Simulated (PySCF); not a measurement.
Working with the constants of NH

UHF-CCSD(T) constants of NH, ³Σ⁻ (triplet), unpaired electrons π ↑↑ (PySCF, no relativity, basis sets H pcseg-1, N pcseg-1; masses 1.0078 and 14.0031 u):

```
ωe              : 3263.7 cm⁻¹
ωexe            : 83.4 cm⁻¹
Be              : 16.331 cm⁻¹
αe              : 0.660 cm⁻¹
D (centrifugal) : 0.00164 cm⁻¹
De to H + N     : 3.18 eV
```

**Question.** Give the vibrational terms G(v) and spacings up to v = 4.

**Answer.** G(v) = ωe(v+½) − ωexe(v+½)².

| v | G(v) (cm⁻¹) | G(v) − G(v−1) | Bv (cm⁻¹) |
| --- | --- | --- | --- |
| 0 | 1611 |  | 16.00 |
| 1 | 4708 | 3097 | 15.34 |
| 2 | 7638 | 2930 | 14.68 |
| 3 | 10401 | 2763 | 14.02 |
| 4 | 12998 | 2596 | 13.36 |

**Question.** How well does the Morse estimate ωe²/(4ωexe) reproduce De, and what is D0?

**Answer.** It gives 3.96 eV, 124 % of the computed De. D0 = De − G(0) = 3.18 − 0.20 = 2.98 eV.

Measured values (Huber and Herzberg, Constants of Diatomic Molecules (1979)): ωe = 3282.27 cm⁻¹, ωexe = 78.35 cm⁻¹, Be = 16.6993 cm⁻¹, αe = 0.649 cm⁻¹.

Correlated steps freeze 1 core orbital. Correlated levels converge slowly with the basis: in double zeta they bind strong bonds too weakly, by up to about 1 eV, and carry superposition errors of some tenths. The state is the lowest determinant that a PBE0 search found; another state may lie lower at other levels.
